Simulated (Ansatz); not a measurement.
System: HS, charge 0, doublet. HS (SMILES [SH], doublet).
B3LYP-D3(BJ)/def2-TZVP minimum from Ansatz (a quantum-chemistry and plane-wave program):
```
S
H 1 1.3473
```
Charge 0, spin multiplicity 2.

Total energies in aug-cc-pV(Q+d)Z, 7 correlated electrons, 5 frozen orbitals. UHF or UKS for unpaired electrons; spin-orbit terms are left out. Cores are frozen in correlated methods. No relativity.

| method | program | energy (Eh) | minus CCSDT(Q) (mEh) |
|---|---|---|---|
| HF | Ansatz | -398.11004 | 198.02 |
| MP2 | Ansatz | -398.27644 | 31.63 |
| CCSD | Ansatz | -398.29927 | 8.80 |
| CCSD(T) | Ansatz | -398.30692 | 1.14 |
| CCSDT(Q) | Ansatz | -398.30807 | 0.00 |

Rough core times of Ansatz's runs on a shared machine: CCSD(T) under 20 s, CCSDT(Q) 10 min.
